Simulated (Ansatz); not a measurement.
## AlFH2O, SMILES [OH][AlH][F]: an active-space calculation

Program: Ansatz 0.2.0, Python API.

`cas_alfh2o.py`
```python
"""Static correlation in AlFH2O: natural occupations of an active space."""

import ansatz
from ase import Atoms

atoms = Atoms(["O", "Al", "F", "H", "H"], positions=[
    (-1.02172, 0.32581, -0.32727),
    (0.47297, -0.13911, 0.1441),
    (0.77878, -1.5669, 0.91206),
    (-1.87114, 0.62867, -0.61433),
    (1.6411, 0.75153, -0.11456),
])
system = ansatz.Crystal.molecule_from_ase(atoms)

setup = (
    system.calculation()
    .basis(gaussian="6-31G*")
    .correlation(active_electrons=4, active_orbitals=5)
)
for method in ["sc_nevpt2"]:
    data = (setup if method is None else setup.correlation(method)).run(threads=1, pin="off").report
    space = data["configurations"]
    state = space["states"][0]
    print(method or "casscf", f"total {data['free_energy_ev'] / 27.211386246:.6f} Ha, active-space state {state['energy']['hartree']:.6f} Ha, mean field {data['reference_energy_ev'] / 27.211386246:.6f} Ha")
    print("  determinants", state["n_determinants"], " natural occupations", [round(n, 3) for n in space["natural_occupations"]])
```

`python cas_alfh2o.py` gives:
```text
RunWarning: the results are in doubt because another end's mean lies 0.409 eV lower, and its corrected mean 0.213 eV higher
sc_nevpt2 total -417.890637 Ha, active-space state -417.518493 Ha, mean field -417.482477 Ha
  determinants 100  natural occupations [1.984, 1.977, 0.018, 0.016, 0.006]
```
(Warnings from the package without file and line.)

Caveats:
- Total energies depend on the basis set; only differences at equal settings carry meaning.
- The geometry is a force-field or estimated start, not a minimum of this method, and the basis set is short of its limit. The active space starts as a window about the frontier orbitals and is then optimised, not chosen by chemistry.
- A lower CASSCF solution was found and passed over, so the printed active-space state isn't the lowest.
- Finished in 14 s on 1 thread of Intel(R) Xeon(R) Platinum 8259CL CPU @ 2.50GHz (Skylake/Cascade Lake), on a shared host, peak memory 0.18 GiB.

(Lines on the test bed's own set-up are left out of the output.)
